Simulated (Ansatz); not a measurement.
## Counterpoise correction, worked out

The pair of H$_{2}$O (SMILES O, atoms 1–3) and C$_{2}$H$_{4}$ (SMILES C=C, atoms 4–9), both closed shells, in one local arrangement (a lower one may exist), relaxed at PBE0-D4/def2-TZVP:

```
9
angstrom
O -0.3294 -0.1159 -2.2704
H 0.5257 -0.3955 -2.6035
H -0.2166 -0.0593 -1.3147
C -0.1800 -0.5391 1.0887
C 0.1866 0.7291 0.9711
H -1.2234 -0.8349 1.0685
H 0.5487 -1.3327 1.2147
H 1.2301 1.0246 0.9960
H -0.5418 1.5237 0.8497
```

Ansatz 0.2.0; basis: def2-TZVPPD; cores frozen in the correlated methods.

CCSD(T) total energies in eV:

| system | geometry | basis functions | energy |
| --- | --- | --- | --- |
| pair | pair | all | -4211.94775 |
| H$_{2}$O | as in the pair | all (partner as ghosts) | -2077.34337 |
| C$_{2}$H$_{4}$ | as in the pair | all (partner as ghosts) | -2134.50965 |
| H$_{2}$O | as in the pair | its own | -2077.33534 |
| C$_{2}$H$_{4}$ | as in the pair | its own | -2134.49698 |
| H$_{2}$O | free (PBE0-D4 minimum) | its own | -2077.33567 |
| C$_{2}$H$_{4}$ | free (PBE0-D4 minimum) | its own | -2134.49516 |

(1) Work out the interaction energy with and without the counterpoise correction, the superposition error, and the binding energy from the relaxed fragments.

The T1 diagnostic stays at or below 0.011.

## Answers

(1) Without correction: -4211.94775 − (-2077.33534) − (-2134.49698) = -0.11543 eV.
With correction (each fragment in the whole basis): -4211.94775 − (-2077.34337) − (-2134.50965) = -0.09473 eV = -2.18 kcal/mol.
The superposition error is the difference, 0.02070 eV, 18 % of the uncorrected value: each fragment borrows its partner's functions.
Deformation from the free shapes: 0.00033 eV for H$_{2}$O and -0.00182 eV for C$_{2}$H$_{4}$ (a small negative value is possible, since the free shapes are minima of another method).
Binding energy from relaxed fragments: -0.09473 + 0.00033 + (-0.00182) = -0.09622 eV = -2.22 kcal/mol (electronic, without zero-point energy; negative means bound). For comparison, the corrected interaction energy by CCSD(T) at an estimated basis limit (MP2 extrapolated from triple and quadruple zeta, plus CCSD(T) − MP2 in triple zeta) is -0.106 eV; triple zeta with the correction binds less.

For scale, one of the runs: CCSD(T)/def2-TZVPPD, 216 basis functions, launched by `ansatz run in.yaml --threads 2 --pin off --events-out ev --progress --plain --max-ram 5222MiB`. The run took 53 s on 2 CPU threads of an Arm Neoverse V2 (shared host), with 3.3 GiB of host memory at its peak.
